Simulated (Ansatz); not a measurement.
# C2H5NO: one species, many methods

An exercise on one series of results from a longer session: the logs are not shown, and one member is left open.

The runs use Ansatz 0.2.0, Gaussian basis; functionals in def2-TZVPP, the program's frozen cores in correlated methods.

The runs, in order: LDA (SPW92), PBE-D4, revPBE-D4, BLYP-D4, r2SCAN-D4, B97M-V, PBE0-D4, B3LYP-D4, r2SCANh-D4, r2SCAN0-D4, HSE06-D4, BHLYP-D4, CAM-B3LYP-D4, LC-ωPBE, ωB97X-V, ωB97M-V, B2PLYP, PBE-QIDH; CCSD(T)/def2-SVP; CCSD(T)/def2-TZVPP; MP2/def2-QZVPP; extrapolation to the limit; RPA on PBE.

## Structure used throughout

The geometry comes from an earlier relaxation with PBE0-D4 in a triple-zeta def2 set; it is a stationary point, not always the lowest conformer.

SMILES `NC1CO1`, 9 atoms, charge 0, spin multiplicity 1.

Atoms are counted from 1 here; the program's logs count them from 0.

Bond lengths: N1–C2 1.406 Å, N1–H5 1.012 Å, N1–H6 1.012 Å, C2–C3 1.451 Å, C2–O4 1.433 Å, C2–H7 1.087 Å, C3–O4 1.424 Å, C3–H8 1.088 Å, C3–H9 1.089 Å. Angles: C2–N1–H5 111.8°, C2–N1–H6 111.7°, H5–N1–H6 108.7°, N1–C2–C3 121.9°, N1–C2–O4 120.4°, N1–C2–H7 113.0°, C3–C2–O4 59.2°, C3–C2–H7 118.7°, O4–C2–H7 113.2°, C2–C3–O4 59.8°, C2–C3–H8 120.6°, C2–C3–H9 118.8°, O4–C3–H8 115.8°, O4–C3–H9 115.3°, H8–C3–H9 114.9°, C2–O4–C3 61.0°.

Set-up of the first run:

in.yaml reads:

```yaml
crystal:
  periodic: [false, false, false]
  atoms:
    - {symbol: N, position_ang: [-0.917680, 0.936418, -0.380949]}
    - {symbol: C, position_ang: [0.237421, 0.391927, 0.206496]}
    - {symbol: C, position_ang: [0.389782, -1.035190, 0.421222]}
    - {symbol: O, position_ang: [1.157441, -0.374704, -0.580323]}
    - {symbol: H, position_ang: [-1.360614, 0.284148, -1.014622]}
    - {symbol: H, position_ang: [-0.713741, 1.790203, -0.883780]}
    - {symbol: H, position_ang: [0.729013, 1.078248, 0.891539]}
    - {symbol: H, position_ang: [0.948427, -1.410226, 1.275643]}
    - {symbol: H, position_ang: [-0.381649, -1.707025, 0.047672]}
basis:
  gaussian: {orbitals: def2-TZVPP}
hamiltonian: {xc: lda}
output: {orbitals: {seedname: orbitals}}
```

Run with:

```bash
$ ansatz run in.yaml --threads 2 --pin off --events-out ev --progress --plain --max-ram 4352MiB
```

Steps of the session up to this table: LDA; PBE-D4 (GGA); revPBE-D4 (GGA); BLYP-D4 (GGA); r2SCAN-D4 (meta-GGA); B97M-V (meta-GGA); B3LYP-D4 (hybrid); r2SCANh-D4 (hybrid); r2SCAN0-D4 (hybrid); HSE06-D4 (hybrid); BHLYP-D4 (hybrid); CAM-B3LYP-D4 (range-separated); LC-ωPBE (range-separated); ωB97X-V (range-separated); ωB97M-V (range-separated); B2PLYP (double hybrid); PBE-QIDH (double hybrid).

One of the session's tables, all rows but one given; the rest of the session is left out.

It belongs to the step «Orbital energies across the functionals». 

| functional | HOMO (eV) | LUMO (eV) | gap (eV) |
| --- | --- | --- | --- |
| LDA (SPW92) | ? | ? | ? |
| PBE-D4 | -5.73 | 0.46 | 6.19 |
| revPBE-D4 | -5.67 | 0.50 | 6.17 |
| BLYP-D4 | -5.64 | 0.39 | 6.03 |
| r2SCAN-D4 | -6.04 | 1.32 | 7.35 |
| B97M-V | -6.18 | 0.70 | 6.88 |
| PBE0-D4 | -7.26 | 1.29 | 8.55 |
| B3LYP-D4 | -7.02 | 0.90 | 7.93 |
| r2SCANh-D4 | -6.61 | 1.55 | 8.16 |
| r2SCAN0-D4 | -7.47 | 1.87 | 9.34 |
| HSE06-D4 | -6.85 | 0.92 | 7.77 |
| BHLYP-D4 | -8.70 | 1.85 | 10.55 |
| CAM-B3LYP-D4 | -8.72 | 2.01 | 10.73 |
| LC-ωPBE | -10.08 | 3.36 | 13.43 |
| ωB97X-V | -9.72 | 3.17 | 12.88 |
| ωB97M-V | -9.64 | 2.67 | 12.31 |

Q: Estimate the row for LDA (SPW92) from the others.

**Answer.** HOMO (eV): -5.89; LUMO (eV): 0.35; gap (eV): 6.24. In the column «HOMO (eV)» it lies between r2SCAN-D4 (-6.04) and PBE-D4 (-5.73).
